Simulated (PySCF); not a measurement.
**Simulated absorption spectrum**

Cyclopropenethione, C3H2S.
Geometry (GFN2-xTB, Å), atoms numbered from 1 in this order:
```
atom  x, y, z in Å
S1     2.3652   -0.1211   -0.0178
C2     0.7687   -0.0390   -0.0091
C3    -0.4632    0.6950    0.0006
C4    -0.5321   -0.6431   -0.0025
H5    -0.9874    1.6220    0.0072
H6    -1.1481   -1.5118    0.0001
```

Computed, not measured: TDDFT wB97X-D/def2-SVPD, vertical, gas phase, core orbitals frozen in the response (PySCF).

Broadening: Gaussians 0.4 eV wide at half height, area fixed by f = 4.319×10⁻⁹ ∫ε dν̃. The width is an assumption, not a result. The curve ends short of the highest state used, and states not computed would add to its high-energy end.

| E (eV) | ε (L mol⁻¹ cm⁻¹) |
| --- | --- |
| 2.86 | 0 |
| 2.97 | 0 |
| 3.07 | 0 |
| 3.18 | 0 |
| 3.28 | 0 |
| 3.39 | 0 |
| 3.49 | 1 |
| 3.60 | 3 |
| 3.70 | 6 |
| 3.81 | 7 |
| 3.91 | 6 |
| 4.02 | 3 |
| 4.12 | 1 |
| 4.23 | 0 |
| 4.33 | 0 |
| 4.44 | 0 |
| 4.54 | 1 |
| 4.65 | 11 |
| 4.75 | 51 |
| 4.86 | 191 |
| 4.96 | 437 |
| 5.07 | 730 |
| 5.17 | 812 |
| 5.28 | 643 |
| 5.38 | 570 |
| 5.49 | 1437 |
| 5.59 | 4311 |
| 5.70 | 10522 |
| 5.80 | 16859 |
| 5.91 | 19786 |
| 6.01 | 17014 |
| 6.12 | 10854 |
| 6.22 | 5734 |
| 6.33 | 2233 |
| 6.43 | 820 |
| 6.54 | 385 |

(1) Where are the band maxima, and which computed states make them?

(2) Coming from long wavelengths, where does ε first pass 100 L mol⁻¹ cm⁻¹?

(3) Does any computed singlet lie in the visible range?

(4) On this curve, what absorbance would a 10⁻³ mol/L sample give at 193 nm over a 1 cm path?

## Answers

(1) 326 nm (3.80 eV), ε about 6.7, made up of S2 (100%); 241 nm (5.15 eV), ε about 820, made up of S3 (100%); 210 nm (5.91 eV), ε about 20000, made up of S4 (86%) and S5 (14%) (ε in L mol⁻¹ cm⁻¹; maxima over ε = 5, shares over 10%). The states used: S1 3.46 eV (f 0.0000); S2 3.80 eV (f 0.0001); S3 5.15 eV (f 0.012); S4 5.88 eV (f 0.257); S5 6.09 eV (f 0.071); S6 6.65 eV (f 0.0042); S7 6.98 eV (f 0.0063); S8 7.14 eV (f 0.0009).

(2) At about 258 nm (4.80 eV), 1.34 eV above S1.

(3) No computed singlet lies in the visible range (380 to 750 nm); the lowest, at 358 nm, stands 0.20 eV above its violet end (3.26 eV); a Tamm–Dancoff triplet lies at 391 nm, without intensity as long as spin–orbit coupling is left out.

(4) 193 nm is 6.424 eV, where ε is about 870 L mol⁻¹ cm⁻¹, so A = ε c l ≈ 0.87 (Beer–Lambert, with the gas-phase spectrum and the assumed width).

On one thread, x86-64 server, on a shared host, this took 3.4 s of wall time.
